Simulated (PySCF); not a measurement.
An unknown is described by computed data only.

Formula: C3H4F2.

- NMR, other nuclei: isotropic shieldings of nuclei other than C and H, by class: 411 (2 F) ppm [GIAO PBE0/pcSseg-1]
- 1H NMR: chemical shifts (computed TMS as zero) by class: 4.88 (2 H), 1.22 (2 H) ppm [GIAO PBE0/pcSseg-1]
- Triplet: lowest triplet excitation (Tamm–Dancoff): 7.34 eV [TDA CAM-B3LYP/def2-SVPD]
- UV, strongest line: among the 8 lowest singlet transitions: S7 at 9.52 eV (130 nm, f = 0.026) [TDDFT CAM-B3LYP/def2-SVPD]
- UV, first state: lowest singlet excitation: 7.76 eV (160 nm, f = 0.003) [TDDFT CAM-B3LYP/def2-SVPD]
- Rotational structure: rotational constants A, B, C: 11.613, 3.568, 3.082 GHz [GFN2-xTB]
- Dipole: 1.28 D [CAM-B3LYP/def2-SVPD]
- Polarisability: 36.0 au [CAM-B3LYP/def2-SVPD]
- 13C NMR: chemical shifts (computed TMS as zero) by class: 73.9 (2 C), 16.7 (1 C) ppm [GIAO PBE0/pcSseg-1]

Electronic properties: PySCF, gas phase, density fitting. Levels stand in brackets. Isolated species at its GFN2-xTB geometry, gas phase. NMR classes are plain means over equivalent atoms (diastereotopic ones count apart unless rotation or inversion swaps them), as if these changed places fast.

Question: Give a SMILES that accounts for the data.

Answer: Numbering: `[F:1][C@@H:2]1[CH2:3][C@H:4]1[F:5]`. Its formula, C3H4F2, gives 1 degree of unsaturation: 1 ring and 0 π bonds in the structure found. 3 carbons fall into 2 classes; from least to most shielded: sp3 C–F carbon [C2/C4] (73.9 ppm, 2 C), three-membered-ring carbon [C3] (16.7 ppm). Hydrogen classes from least to most shielded: 2 H on 2 sp3 C–F carbons, C2/C4 (4.88 ppm), 2 H on a three-membered-ring carbon, C3 (1.22 ppm). The other shieldings belong to: 411 ppm, alkyl fluorine [F1/F5]. The optimised geometry has point group C2 and is an asymmetric top. Structure: `F[C@@H]1C[C@H]1F`. Computed isomers that give other values at the same levels: `C=CC(F)F` (13C chemical shifts (computed TMS as zero) by class: 140.7 (1 C), 127.0 (1 C), 119.4 (1 C) ppm); `FC1(F)CC1` (lowest singlet excitation: 8.18 eV (152 nm, f = 0.019)); `C=C(F)CF` (13C chemical shifts (computed TMS as zero) by class: 172.8 (1 C), 94.9 (1 C), 82.2 (1 C) ppm). The assignments are read from this structure; whether some other isomer fits the data as well wasn't checked. The mirror image fits equally.
